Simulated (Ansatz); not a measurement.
Basis-set series for C₄H₅F (`CC1C=C1F`). Charge 0, multiplicity 1. The structure was optimised at the PBE0-D4/def2-TZVP level.

| functional | basis | functions | energy (Eh) | HOMO (eV) | LUMO (eV) |
| --- | --- | --- | --- | --- | --- |
| PBE0-D4 | def2-SVP | 95 | -254.70292 | -7.21 | 0.74 |
| PBE0-D4 | def2-QZVPP | 435 | -255.00484 | -7.27 | 0.39 |
| ωB97M-V | def2-SVP | 95 | -254.87351 | -9.44 | 3.02 |
| ωB97M-V | def2-QZVPP | 435 | -255.18561 | -9.51 | 1.97 |

Question: Give the rows for def2-TZVPP. (Best estimate.)

Answer: Computed: 
```csv
functional,basis,functions,energy (Eh),HOMO (eV),LUMO (eV)
PBE0-D4,def2-TZVPP,225,-254.99120,-7.25,0.50
ωB97M-V,def2-TZVPP,225,-255.17282,-9.49,2.63
```

Positive LUMOs are unbound and depend on the basis.
